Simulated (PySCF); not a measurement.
System (SMILES): FC(F)(F)F.
Geometry (B3LYP-D3(BJ)/def2-TZVP, fixed):
```
C
F 1 1.3260
F 1 1.3260 2 109.47
F 1 1.3260 2 109.47 3 120.00
F 1 1.3260 2 109.47 4 120.00
```

Basis-set convergence of the mean static polarisability at PBE0 with PySCF. All functions are spherical. Density fitting with generated auxiliary sets. No added dispersion term, no relativity. Reference: the value in d-aug-cc-pVTZ, 19.46 bohr³, itself unsure by roughly 0.9 % (its mean distance from aug-pcseg-2, aug-cc-pVTZ). Deviations are taken from unrounded values. Cost is core time over that of 6-31G**, rough, on shared machines of one kind; a dash marks a row that isn't timed (too short, read off another run, short of memory, by another algorithm or on other hardware).

| basis | functions | mean static polarisability (bohr³) | minus reference (%) | cost |
|---|---|---|---|---|
| STO-3G | 25 | 6.71 | -65.5 | - |
| 3-21G | 45 | 9.36 | -51.9 | - |
| 6-31G | 45 | 11.02 | -43.4 | - |
| pcseg-0 | 45 | 9.91 | -49.0 | - |
| 6-31G** | 70 | 13.41 | -31.1 | 1× |
| pcseg-1 | 70 | 13.41 | -31.1 | 1× |
| 6-31+G* | 90 | 17.23 | -11.4 | - |
| def2-SVPD | 112 | 18.96 | -2.5 | 2× |
| Sadlej pVTZ | 120 | 19.37 | -0.5 | 2× |
| 6-311++G(2d,2p) | 135 | 17.55 | -9.8 | 3× |
| def2-TZVPP | 155 | 16.46 | -15.4 | 4× |
| d-aug-cc-pVDZ | 160 | 19.47 | 0.1 | 3× |
| 6-311++G(3df,3pd) | 195 | 18.78 | -3.5 | 6× |
| def2-TZVPPD | 197 | 19.36 | -0.5 | 7× |
| aug-cc-pVTZ | 230 | 19.25 | -1.1 | 8× |
| aug-pcseg-2 | 230 | 19.32 | -0.7 | 8× |
| pcseg-3 | 300 | 18.87 | -3.0 | 20× |
| d-aug-cc-pVTZ | 310 | 19.46 | 0.0 | 10× |

The smallest set listed that lies within 5 % of the reference with all its larger relatives (same family, alike in diffuse functions; a set with none counts only in the reference's own line) is def2-SVPD (112 functions, 2× in cost, -2.5 % off). Inside, with no larger relative to test it: Sadlej pVTZ, 6-311++G(3df,3pd), aug-cc-pVTZ, aug-pcseg-2, pcseg-3. (Relatives not listed, tested too: def2-TZVPD -0.5, def2-QZVPPD -0.3 %.)
